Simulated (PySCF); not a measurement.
**The electron affinity along the second row**

Calculated with PySCF 2.14 from differences of total energies of unrestricted determinants, without spin-orbit coupling. Values in eV. The last column holds reference values (measured affinities from photodetachment; the arrow runs from anion to atom). Unmarked ones compare directly (S terms, centres of terms, or small fine structure); those marked * lie between the lowest fine-structure levels and include a spin-orbit shift.

```
                           element               configurations     UHF    LDA   PBE0  SCS-MP2 (valence and next inner shell)  CCSD(T) (valence)  CCSD(T) (valence and next inner shell)  reference
Li (def2-TZVPPD, non-relativistic)          [He] 2s2 → [He] 2s1  -0.377  0.386  0.335                                   0.193              0.463                                   0.462      0.618
 B (def2-TZVPPD, non-relativistic)  [He] 2s2 2p2 → [He] 2s2 2p1  -0.452  0.414  0.220                                  -0.120             -0.004                                   0.003      0.280
 C (def2-TZVPPD, non-relativistic)  [He] 2s2 2p3 → [He] 2s2 2p2   0.309  1.460  1.133                                   0.780              0.964                                   0.971      1.262
 O (def2-TZVPPD, non-relativistic)  [He] 2s2 2p5 → [He] 2s2 2p4  -0.572  2.059  1.386                                   1.322              1.277                                   1.281      1.461
 F (def2-TZVPPD, non-relativistic)          [Ne] → [He] 2s2 2p5   1.189  4.136  3.246                                   3.395              3.256                                     n/a      3.401
```

```csv
method,elements,mean error (eV),mean absolute error (eV),largest error (eV)
UHF,5,-1.385,1.385,-2.212
LDA,5,0.287,0.380,0.735
PBE0,5,-0.140,0.140,-0.283
SCS-MP2 (valence and next inner shell),5,-0.290,0.290,-0.482
CCSD(T) (valence),5,-0.213,0.213,-0.298
CCSD(T) (valence and next inner shell),4,-0.226,0.226,-0.291
```

The highest occupied level of the anion is positive for Li⁻ at UHF, LDA, PBE0; B⁻ at LDA, PBE0; C⁻ at LDA, PBE0; O⁻ at LDA, PBE0; F⁻ at LDA, so there the basis helps to hold the electron.

Errors include the incompleteness of the basis and the frozen core.

"Valence" correlates the outer s and p shells and, in groups 3 to 12 and the f block, the outer d or f shell, open or full, or the next shell where the ion has no valence electron left; the wider scheme adds the next inner shell.
